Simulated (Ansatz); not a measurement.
A nudged elastic band was laid between two geometries of H3OSi (5 atoms, charge 0, multiplicity 2).

Theory: UKS PBE-D4/def2-SVP in Ansatz 0.2.0.

| Quantity | Value |
| --- | --- |
| movable images | 4 |
| climbing image | no |
| spring | 5.0 eV/Å² |
| optimiser | quadratic models (default) |
| start path | through a guess of the saddle point |
| force threshold | 0.05 eV/Å |
| iteration limit | 60 |
| end points | relaxed |

Initial state:

```xyz
5
Properties=species:S:1:pos:R:3
O -1.413 0.378 0.740
Si -0.002 -0.069 -0.031
H -0.129 -0.258 -1.521
H 0.718 -1.238 0.592
H 0.825 1.187 0.220
```

Final state:

```xyz
5
Properties=species:S:1:pos:R:3
O -0.521 0.962 0.372
Si 0.363 -0.215 -0.458
H -0.577 -0.744 -1.510
H 0.792 -1.349 0.459
H -0.058 1.346 1.138
```

Question: Which bonds break or form, and what moves?

Answer: Bonds broken: Si2–H5. Bonds formed: O1–H5.

Question: What energy profile does the band end with?

Answer: The forces met the threshold. The highest image is number 2 of 0 to 5, 14.0 kcal/mol above the first end and 41.3 kcal/mol above the last; the last end lies 27.3 kcal/mol below the first. Neighbouring images differ by up to 1.4 eV, so the band resolves the path poorly. No image climbed, so the highest image needn't sit at the top of the path.

```csv
image,path coordinate (Å),energy (kcal/mol),Si2–H5 (Å),O1–H5 (Å)
0,0.00,0.0,1.52,2.44
1,0.46,5.9,1.54,1.92
2,0.92,14.0,1.60,1.34
3,1.38,-17.2,1.92,0.99
4,1.84,-26.1,2.24,0.97
5,2.31,-27.3,2.27,0.97
```

Question: What is the geometry of the highest image?

Answer: 
```xyz
5
Properties=species:S:1:pos:R:3:forces:R:3
O -0.965 0.728 0.735 0.79 0.46 -0.12
Si 0.102 -0.213 -0.138 0.29 -0.19 -0.22
H -0.124 -0.388 -1.606 -0.09 -0.17 -0.12
H 0.747 -1.386 0.528 -0.04 -0.23 0.00
H 0.240 1.259 0.481 -0.94 0.12 0.45
```

The run took 36 s on 1 thread of Arm Neoverse V2, with other jobs on the host, peak memory 0.1 GiB.
